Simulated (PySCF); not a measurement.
Consider tetrahydrofuran, `C1CCOC1` (C4H8O). Non-hydrogen atoms are numbered in `[CH2:1]1[CH2:2][CH2:3][O:4][CH2:5]1`. These are map numbers, not IUPAC locants.

Energies: PBE0-D3(BJ)/ma-def2-TZVP (PySCF, density fitting, integration grid level 2) on PBE0-D3(BJ)/def2-SVP structures. Zero-point and thermal terms (298.15 K, 1 bar) come from unscaled GFN2-xTB harmonic frequencies, with soft modes damped to free rotors in the entropy. These were taken at the GFN2-xTB minima.

What are the vertical and the adiabatic ionisation energy for forming the radical cation?

9.59 eV vertical and 9.03 eV adiabatic, the latter with zero-point energy.

Where does the unpaired spin of the relaxed radical cation sit?

O4 (ether oxygen) 0.68, H (on C3) 0.09, H (on C5) 0.09 (intrinsic atomic orbital populations).

What oxidation potential follows in dichloromethane (IEF-PCM), given that Fc+/Fc comes at 4.56 V absolute with this functional and basis?

In the gas phase ΔG of oxidation is 9.035 eV, and solvation is -10.7 kJ/mol for the parent and -223.8 kJ/mol for the product, so the absolute potential is 6.83 V, or 2.27 V against Fc+/Fc. Fc+/Fc in dichloromethane, 4.56 V, is PBE0-D3(BJ)/ma-def2-TZVP on PBE0-D3(BJ)/def2-SVP structures with GFN2-xTB thermal terms. Benchmark calculations put it near 5.0 V in acetonitrile and DMSO, so it is about 0.4 V low, and the value against it can read up to that much too high. The solvent is electrostatics only, on gas-phase structures; the absolute scale refers to an electron at rest in vacuum.

How far is −ε(HOMO) from the vertical value by ΔSCF?

−ε(HOMO) = 7.38 eV, which is 2.22 eV below the ΔSCF value.

Differences come from unrounded values, so a last digit can differ from that of the printed terms.
